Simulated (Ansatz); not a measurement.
**CN radical: small, medium and large basis sets**

The task here is to estimate one member of a computed series from the others.

Computed with Ansatz 0.2.0, Gaussian basis. Level: one geometry, several basis sets.

Levels to be run: PBE0-D4/def2-SVP; ωB97M-V/def2-SVP; PBE0-D4/def2-QZVPP; ωB97M-V/def2-QZVPP; CCSD(T)/cc-pV(D+d)Z; CCSD(T)/cc-pV(T+d)Z; CCSD(T)/cc-pV(Q+d)Z; the functionals' def2-TZVPP values are taken from earlier runs.

### The geometry

An earlier PBE0-D4 in a triple-zeta def2 set relaxation fixed the geometry.

2 atoms, charge 0, spin multiplicity 2.

Atoms are counted from 1 here; the program's logs count them from 0.

Bond lengths: C1–N2 1.160 Å.

Coordinates:

```xyz
2

C     0.49557   -0.16039    0.25524
N    -0.49557    0.16039   -0.25524
```

Set-up of the first run:

in.yaml reads:

```yaml
crystal:
  periodic: [false, false, false]
  atoms:
    - {symbol: C, position_ang: [0.495570, -0.160386, 0.255237]}
    - {symbol: N, position_ang: [-0.495570, 0.160386, -0.255237]}
basis:
  gaussian: {orbitals: def2-SVP}
magnetization: {spin_polarized: true, initial_magnetization: 1}
hamiltonian: {xc: pbe0, dispersion: d4}
output: {orbitals: {seedname: orbitals}}
```

Among the steps run: PBE0-D4 in def2-SVP; ωB97M-V in def2-SVP; PBE0-D4 in def2-QZVPP; ωB97M-V in def2-QZVPP.

One table of the session follows, with a row left open; its other results are not shown here.

It belongs to the step «Density functionals: the series». 

```
functional       basis  HOMO (eV)  LUMO (eV)
   PBE0-D4    def2-SVP     -10.77      -6.23
   PBE0-D4  def2-TZVPP     -10.83      -6.37
   PBE0-D4  def2-QZVPP     -10.85      -6.38
   ωB97M-V    def2-SVP          ?          ?
   ωB97M-V  def2-TZVPP     -13.15      -4.44
   ωB97M-V  def2-QZVPP     -13.17      -4.44
```

Q: Estimate the row for ωB97M-V, def2-SVP from the others.

As computed: HOMO (eV): -13.05; LUMO (eV): -4.17. In the column «HOMO (eV)» it lies between ωB97M-V, def2-TZVPP (-13.15) and PBE0-D4, def2-QZVPP (-10.85).
